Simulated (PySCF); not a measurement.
# AlO: computed EPR parameters against published values

Measured values to reproduce: a(27Al Al2) 766 MHz [1]; a(27Al Al2) 738 MHz [2]; a(17O O1) 2 MHz [1]; Δg⊥ -1.20 ppt [1]. Sources and the comparison follow the method.

AlO (doublet state).
Z-matrix (Å and degrees, PBE0-D3(BJ)/def2-SVP geometry), rows numbered from 1:
```
O 
Al  1  1.6325
```

Identity: `[O]=[Al]` [radical].

Level of theory: UKS B3LYP, IGLO-III on Al O, non-relativistic, mean-field spin-orbit, GIAO (PySCF).

| nucleus | computed a_iso (MHz) | published | in MHz | difference of magnitudes (MHz) | source |
| --- | --- | --- | --- | --- | --- |
| 27Al Al2 | 519.2 | 766 MHz | 766.0 | -246.8 | [1] Fermi-contact b_F |
| 27Al Al2 | 519.2 | 738 MHz | 738.0 | -218.8 | [2] Fermi-contact b_F |
| 17O O1 | 6.5 | 2 MHz | 2.0 | +4.5 | [1] Fermi-contact b_F |
| 27Al Al2 | 519.2 | 565.3 MHz | 565.3 | -46.1 | [3] |
| 17O O1 | 6.5 | 19.3 MHz | 19.3 | -12.8 | [3] |

```csv
g shift,computed (ppt),published (ppt),difference,source
Δg⊥,0.71,-1.20,+1.91,[1]
```

Sources: [1] measured, Ne matrix; Aldegunde, Hutson, Hyperfine structure of 2Sigma molecules containing alkaline-earth atoms, arXiv:1711.09467. [2] measured, gas; Aldegunde, Hutson, Hyperfine structure of 2Sigma molecules containing alkaline-earth atoms, arXiv:1711.09467. [3] computed, CCSD(T), gas; Shiozaki, Yanai, Hyperfine coupling constants from internally contracted multireference perturbation theory, arXiv:1606.08032.

The measured numbers hold vibrational averaging and, outside the gas phase, effects of the matrix or solvent; the computed ones belong to one rigid, isolated geometry and carry the errors of functional and basis. An EPR spectrum gives magnitudes, so published signs often rest on theory.

Largest spin populations (Mulliken): Al2 (+0.59) and O1 (+0.41).

The unrestricted determinant has ⟨S²⟩ = 0.7586 (exact 0.7500), so spin contamination is small.

Time: 3.1 s of wall time. Hardware: one thread of an x86-64 server, no GPU, shared host.
